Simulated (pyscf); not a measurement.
Structures and frequencies: ωB97X-D3(BJ)/def2-SVP in PySCF.

PBE/def2-TZVP puts the barrier of H₂N–Al (SMILES [NH2][Al]) [singlet] + H₂ (SMILES [H][H]) -> H₂N–AlH₂ (SMILES [NH2][AlH2]) (insertion; singlet surface; H–H broken, Al–H, Al–H formed) at 43.5 kcal/mol and the reaction energy at -23.9 kcal/mol, from the separated reactants. What do PBE0-D3(BJ)/def2-TZVP, M06-2X/def2-TZVP, ωB97M-D3(BJ)/def2-TZVP give on the same structures?

PBE0-D3(BJ): ΔE‡ = 46.7 kcal/mol, ΔE = -26.8 kcal/mol; M06-2X: ΔE‡ = 54.1 kcal/mol, ΔE = -22.8 kcal/mol; ωB97M-D3(BJ): ΔE‡ = 53.3 kcal/mol, ΔE = -24.9 kcal/mol. PBE's barrier lies under all of them, by 3.2 to 10.6 kcal/mol. Its reaction energy lies among theirs. Low barriers are usual for a GGA, whose delocalisation error favours stretched bonds. The same reactants have a lower exit, to AlH [singlet] + NH₃ (barrier +31.8 kcal/mol at ωB97M-D3(BJ)/def2-TZVP, against +53.3 kcal/mol here). This is the saddle that the search found; another between the same sides may lie lower. A restricted solution here is unstable towards spin polarisation, so biradical character is likely and single-reference numbers are less safe.
